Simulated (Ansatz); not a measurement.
Input file:

```yaml
crystal:
  periodic: [false, false, false]
  atoms:
    - {symbol: P, position_ang: [-0.025451, -0.000319, -0.039986]}
    - {symbol: H, position_ang: [2.189641, 0.023486, 0.571248]}
    - {symbol: H, position_ang: [-0.715939, 1.166511, 0.327133]}
    - {symbol: H, position_ang: [-0.691615, -1.180191, 0.330378]}
basis:
  gaussian: {orbitals: "6-31G*"}
total_charge: 1
magnetization: {spin_polarized: true, initial_magnetization: 1}
correlation: {method: mp2, electrons: all}
```

```sh
$ ansatz run in.yaml --threads 1 --pin off --events-out ev --progress --plain --max-ram 2393MiB
```

The program prints:

```
261 factors; integrals over basis functions are off by at most 7.4e-4 eV
mean field evaluation 1: about -9305.4155 eV, gradient 8.6e0 eV
mean field evaluation 2: about -9305.4312 eV, gradient 8.6e0 eV
mean field evaluation 4: about -9306.4660 eV, gradient 1.4e0 eV
mean field evaluation 8: about -9306.4904 eV, gradient 3.1e-1 eV
mean field evaluation 16: about -9306.9571 eV, gradient 1.7e-6 eV
mean field evaluation 32: about -9306.9591 eV, gradient 2.7e-1 eV
mean field -9306.96491155 eV, -342.0246520121 hartree, gradient 1.3e-6 eV, S^2 1.357144; 2 other end points of the search recorded, 0 dependent functions left out
reference -9306.96491155 eV, -342.0246520121 hartree; 9, 8 occupied and 16, 17 virtual orbitals, 261 factors
second order -2.26670827 eV of doubles, -0.00000000 eV of singles
Total energy: -9309.23161982 eV, -342.1079520045 hartree
```

Ran on 1 thread of Arm Neoverse V1, shared host: 0.21 s wall, 0.14 GiB peak host memory.
